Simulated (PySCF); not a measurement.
A mixed set of molecules.

All values: PBE0/def2-SVPD (PySCF) at GFN2-xTB geometries, gas phase, one conformer each. Core orbitals are frozen in the response; Δα² is half the sum of the squared differences of the principal polarisabilities.

Problem. Rank by polarisability anisotropy Δα, highest first.
A. `[Cl:1][C:2]1=[CH:3][CH2:4][CH2:5][CH2:6][CH2:7]1` with C2–C3–C4–C5 -16°, C3–C4–C5–C6 47°, C4–C5–C6–C7 -64°, C5–C6–C7–C2 47°
B. `[NH2:1][SiH2:2][CH2:3][SiH3:4]` with H–N1–Si2–C3 41° and 179°, N1–Si2–C3–Si4 53°
C. `[CH3:1][CH2:2][c:3]1[cH:4][n:5][c:6]([F:7])[cH:8][n:9]1` with C1–C2–C3–C4 79°
D. fluoromethane (`CF`)
E. `[O:1]=[C:2](/[CH:3]=[CH:4]/[F:5])[CH2:6][SiH3:7]` with O1–C2–C3–C4 0°, O1–C2–C6–Si7 0°
F. `[H]/[N:3]=[C:2](\[CH3:1])[CH2:4][O:5][CH:6]([F:7])[F:8]` with C1–C2–C4–O5 -64°, C2–C4–O5–C6 -63°, C4–O5–C6–F7 -154°

Solution. C (6.74 Å³), E (6.44 Å³), A (4.88 Å³), B (2.68 Å³), F (1.45 Å³), D (0.15 Å³).

Problem. Rank by HOMO energy, lowest first.
A. `C1C[SiH2][SiH2]C1` (C3H10Si2)
B. `CCC1=C[C@H](Cl)C1` (C6H9Cl)
C. `F/C=C\CC(=O)[SiH3]` (C4H7FOSi)
D. `CF` (CH3F)
E. `[H]/N=C(\C)COC(F)F` (C4H7F2NO)

Solution. D (-9.90 eV), E (-7.82 eV), A (-7.63 eV), B (-7.35 eV), C (-6.98 eV).

Problem. Rank by mean static polarisability, lowest first.
A. `O=C(/C=C/F)C[SiH3]` (C4H7FOSi)
B. `CF` (CH3F)
C. `ClC1=CCCCC1` (C6H9Cl)
D. `[SiH3]c1cccs1` (C4H6SSi)
E. `[H]/N=C(\C)COC(F)F` (C4H7F2NO)
F. `N[SiH2]C[SiH3]` (CH9NSi2)

Solution. B (2.45 Å³), E (9.25 Å³), F (11.15 Å³), A (11.85 Å³), C (12.21 Å³), D (13.27 Å³).

All values together:

```json
{"SMILES": "ClC1=CCCCC1", "formula": "C6H9Cl", "μ (D)": "2.29", "HOMO (eV)": "-6.91", "LUMO (eV)": "0.13", "α (Å³)": "12.21", "Δα (Å³)": "4.88", "electrons": "62", "α per electron (Å³)": "0.197"}
{"SMILES": "O=C(/C=C/F)C[SiH3]", "formula": "C4H7FOSi", "μ (D)": "2.04", "HOMO (eV)": "-7.82", "LUMO (eV)": "-1.89", "α (Å³)": "11.85", "Δα (Å³)": "6.44", "electrons": "62", "α per electron (Å³)": "0.191"}
{"SMILES": "[H]/N=C(\\C)COC(F)F", "formula": "C4H7F2NO", "μ (D)": "2.84", "HOMO (eV)": "-7.82", "LUMO (eV)": "-0.60", "α (Å³)": "9.25", "Δα (Å³)": "1.45", "electrons": "64", "α per electron (Å³)": "0.145"}
{"SMILES": "CCC1=C[C@H](Cl)C1", "formula": "C6H9Cl", "μ (D)": "2.80", "HOMO (eV)": "-7.35", "LUMO (eV)": "-0.08", "α (Å³)": "12.49", "Δα (Å³)": "4.76", "electrons": "62", "α per electron (Å³)": "0.201"}
{"SMILES": "C1C[SiH2][SiH2]C1", "formula": "C3H10Si2", "μ (D)": "0.92", "HOMO (eV)": "-7.63", "LUMO (eV)": "0.04", "α (Å³)": "13.33", "Δα (Å³)": "3.05", "electrons": "56", "α per electron (Å³)": "0.238"}
{"SMILES": "O=C([SiH3])C/C=C\\F", "formula": "C4H7FOSi", "μ (D)": "1.60", "HOMO (eV)": "-6.98", "LUMO (eV)": "-1.34", "α (Å³)": "11.96", "Δα (Å³)": "5.09", "electrons": "62", "α per electron (Å³)": "0.193"}
{"SMILES": "CF", "formula": "CH3F", "μ (D)": "1.78", "HOMO (eV)": "-9.90", "LUMO (eV)": "0.89", "α (Å³)": "2.45", "Δα (Å³)": "0.15", "electrons": "18", "α per electron (Å³)": "0.136"}
{"SMILES": "CCc1cnc(F)cn1", "formula": "C6H7FN2", "μ (D)": "2.32", "HOMO (eV)": "-7.72", "LUMO (eV)": "-1.70", "α (Å³)": "12.25", "Δα (Å³)": "6.74", "electrons": "66", "α per electron (Å³)": "0.186"}
{"SMILES": "[SiH3]c1cccs1", "formula": "C4H6SSi", "μ (D)": "0.86", "HOMO (eV)": "-7.02", "LUMO (eV)": "-0.81", "α (Å³)": "13.27", "Δα (Å³)": "6.45", "electrons": "60", "α per electron (Å³)": "0.221"}
{"SMILES": "N[SiH2]C[SiH3]", "formula": "CH9NSi2", "μ (D)": "1.32", "HOMO (eV)": "-7.37", "LUMO (eV)": "0.36", "α (Å³)": "11.15", "Δα (Å³)": "2.68", "electrons": "50", "α per electron (Å³)": "0.223"}
```

Conformers: `[Cl:1][C:2]1=[CH:3][CH2:4][CH2:5][CH2:6][CH2:7]1` with C2–C3–C4–C5 -16°, C3–C4–C5–C6 47°, C4–C5–C6–C7 -64°, C5–C6–C7–C2 47°; `[O:1]=[C:2](/[CH:3]=[CH:4]/[F:5])[CH2:6][SiH3:7]` with O1–C2–C3–C4 0°, O1–C2–C6–Si7 0°; `[H]/[N:3]=[C:2](\[CH3:1])[CH2:4][O:5][CH:6]([F:7])[F:8]` with C1–C2–C4–O5 -64°, C2–C4–O5–C6 -63°, C4–O5–C6–F7 -154°; `[CH3:1][CH2:2][C:3]1=[CH:4][C@H:5]([Cl:6])[CH2:7]1` with C1–C2–C3–C4 120°; `[CH2:1]1[CH2:2][SiH2:3][SiH2:4][CH2:5]1` with C5–C1–C2–Si3 52°, C1–C2–Si3–Si4 -26°, C2–Si3–Si4–C5 0°, Si3–Si4–C5–C1 26°; `[O:1]=[C:2]([SiH3:3])[CH2:4]/[CH:5]=[CH:6]\[F:7]` with O1–C2–C4–C5 -15°, C2–C4–C5–C6 -127°; `[CH3:1][CH2:2][c:3]1[cH:4][n:5][c:6]([F:7])[cH:8][n:9]1` with C1–C2–C3–C4 79°; `[NH2:1][SiH2:2][CH2:3][SiH3:4]` with H–N1–Si2–C3 41° and 179°, N1–Si2–C3–Si4 53°.

Problem. How closely does the mean polarisability follow the number of electrons in this set?

Solution. The correlation coefficient is 0.87; α per electron runs from 0.136 to 0.238 Å³.
